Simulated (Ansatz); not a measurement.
Candidates: corundum In₂O₃ (high-pressure phase), stishovite (SiO2), anatase TiO₂ (metastable phase), B₂O₃ (P3₁21, No. 152), corundum (α-Al2O3), rutile SnO₂. Level: r²SCAN+rVV10 (Ansatz, a quantum-chemistry and plane-wave program, PAW).

Ansatz's runs of these crystals have no spin polarisation.

Spin–orbit coupling is left out, also for the solids with elements from indium on (corundum In2O3, rutile SnO2); its size isn't shown.

Ansatz's density-functional and Hartree–Fock values are scalar-relativistic unless marked +SOC, with PAW data made under PBE.

Order them by their lattice parameter c at this level, smallest first.

stishovite (SiO2) (2.668 Å), rutile SnO₂ (3.199 Å), B₂O₃ (P3₁21, No. 152) (8.222 Å), anatase TiO₂ (metastable phase) (9.530 Å), corundum (α-Al2O3) (12.971 Å), corundum In₂O₃ (high-pressure phase) (14.489 Å)
